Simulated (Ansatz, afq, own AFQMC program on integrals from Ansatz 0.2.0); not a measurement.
AFQMC on a folder of integrals that Ansatz 0.2.0 wrote.

```yaml
crystal:
  periodic: [false, false, false]
  atoms:
    - {symbol: Si, position_ang: [0.000000, -0.071477, 0.000000]}
    - {symbol: H, position_ang: [0.000000, 0.995827, -1.090012]}
    - {symbol: H, position_ang: [0.000000, 0.995827, 1.090012]}
basis:
  gaussian: {orbitals: cc-pVDZ}
magnetization: {spin_polarized: true, initial_magnetization: 0}
correlation: {method: ccsd_t, electrons: outside_noble_gas, hamiltonian_folder: ham}
```

```sh
$ ansatz run in.yaml --threads 1 --pin off --events-out ev --progress --plain --max-ram 16896MiB --backend cuda --devices 0, --max-vram 18GiB
```

afq runs on the folder ham with

```
--method free --trial hf --walkers 20 --time-step 0.02 --max-blocks 60 --target-error 0.00058 --factor-cut 1e-05 --seed 2755 --times 0.0,0.2,0.4,0.8,1.2 --taylor-order 4
```

Times are imaginary, in 1/Eh. The walk had a cap of 60 s.

Log:

```
orbitals 23  electrons 3 3  factors 161 of 271
reference energy -290.01833275 Eh
CCSD correlation -0.11684335 Eh in 11 cycles, weight of the determinant in the CISD state 0.9107
repeat  energy at the last time / Eh  error
    10  -290.133885  0.003530
    20  -290.134774  0.002920
    30  -290.133674  0.002418
    40  -290.133616  0.001891
    50  -290.135985  0.001879
    60  -290.136967  0.001734
time / (1/Eh)  energy / Eh  error  mean overlap
  0.00  -290.132930  0.001633  1.0000
  0.20  -290.135166  0.001565  0.9917
  0.40  -290.133993  0.001375  0.9927
  0.80  -290.134247  0.001576  1.0006
  1.20  -290.136967  0.001734  0.9910
energy -290.136967 +/- 0.001734 Eh
```

The run passed its tests (error under three times the target), which doesn't prove that it has relaxed.

Against this walk (error 47.2 meV) on the same determinant: CCSD(T) 12.4 meV lower (within the noise), CCSDT(Q) 31.3 meV lower (within the noise), CCSDTQ 31.9 meV lower (within the noise), full CI 31.9 meV lower (within the noise). The error is statistical, and a free projection of finite length keeps a remainder of its start. The last points scatter (meV from the last: 110 ± 44 at 0.00, 49 ± 43 at 0.20, 81 ± 37 at 0.40, 74 ± 43 at 0.80, 0 ± 47 at 1.20); the last is the one printed as the energy, and the gaps above move with that scatter.

Cautions: remainder of the start not in the error; error above the target (47.2 against 15.8 meV); higher spins were not checked; an unrestricted solution with more broken spin lies lower (90 meV, ⟨S²⟩ 0.38), while this determinant keeps restricted orbitals; so few walkers bias the energy.

The walk took 4.7 s on 1 × NVIDIA H100 80GB HBM3 with 2 threads of AMD EPYC 7R13 Processor (Zen 3), with other jobs on the host (the card was shared). The log's last line is the free-projection energy.

CCSDT and higher add their correlation energy to the determinant of the CCSD(T) run, since their own runs factorise the integrals more tightly (a shift of under 2 meV). A walk keeps the symmetry of its determinant, which the program's search chose and which needn't be the lowest solution, so a lower state of the same spin and another symmetry isn't excluded.
